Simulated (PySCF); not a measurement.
ethanol (C2H6O), SMILES CCO. Heavy atoms are numbered as in [CH3:1][CH2:2][OH:3]. Hydrogens are named by the atom that carries them.

The structure is a stationary point at B3LYP-D3(BJ)/def2-TZVP. The values are those of a single conformer.

All values below come from HF/pcSseg-1 (PySCF).

GIAO shieldings, no solvent; atoms alike by connectivity are averaged. δ = σ(ref) − σ: ¹³C against TMS (σ = 192.6 ppm); ¹⁷O against H2O (σ = 333.0 ppm); ¹H against TMS (σ = 31.99 ppm), references at their B3LYP-D3(BJ)/def2-TZVP geometries, non-relativistic.

```json
[
 {"nucleus": "¹³C", "atoms": "C2 (CH2)", "count": "1", "δ (ppm)": "56.1"},
 {"nucleus": "¹³C", "atoms": "C1 (CH3)", "count": "1", "δ (ppm)": "21.1"},
 {"nucleus": "¹⁷O", "atoms": "O3 (OH)", "count": "1", "δ (ppm)": "28.3"},
 {"nucleus": "¹H", "atoms": "H on C2", "count": "2", "δ (ppm)": "3.43"},
 {"nucleus": "¹H", "atoms": "H on C1", "count": "3", "δ (ppm)": "1.23"},
 {"nucleus": "¹H", "atoms": "H on O3", "count": "1", "δ (ppm)": "0.33"}
]
```
